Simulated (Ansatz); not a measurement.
This geometry of C₃H₄FNO (10 atoms, charge 0, multiplicity 1) is a first-order saddle point.

Theory: RKS B3LYP-D4/cc-pVDZ in Ansatz 0.2.0.

```xyz
10
Properties=species:S:1:pos:R:3
N -1.180 -0.824 0.492
C 0.003 -0.235 -0.073
O 0.853 -1.275 -0.498
C 0.555 1.096 0.455
C -0.009 1.085 -0.726
F -0.366 1.834 -1.766
H -1.215 -0.649 1.496
H -1.139 -1.835 0.360
H 1.565 -0.879 -1.021
H 1.016 1.632 1.283
```

Which two structures does it join? (They come from a converged band through this point; their orientation in space is the band's.)

No bond is made or broken. The dihedral H7–N1–C2–O3 goes from 55 to 163°.

First end point:

```xyz
10
Properties=species:S:1:pos:R:3
N -1.159 -0.724 0.672
C -0.004 -0.198 0.007
O 0.866 -1.252 -0.363
C 0.569 1.173 0.402
C -0.054 1.066 -0.739
F -0.442 1.691 -1.845
H -0.833 -1.293 1.460
H -1.609 -1.394 0.041
H 1.646 -0.863 -0.788
H 1.104 1.744 1.155
```

Last end point:

```xyz
10
Properties=species:S:1:pos:R:3
N -1.129 -0.977 0.387
C 0.021 -0.294 -0.123
O 0.884 -1.287 -0.602
C 0.582 1.036 0.455
C -0.051 1.056 -0.693
F -0.495 1.848 -1.671
H -1.662 -0.364 1.001
H -0.827 -1.789 0.927
H 1.673 -0.841 -0.943
H 1.088 1.561 1.264
```

How far does it lie above each of them?

0.041 eV above the first and 0.034 eV above the second. This is the barrier of this one path; another mechanism may lie lower.

The run took 3 min on 2 threads of Arm Neoverse V1 (shared host), peak memory 0.22 GiB.
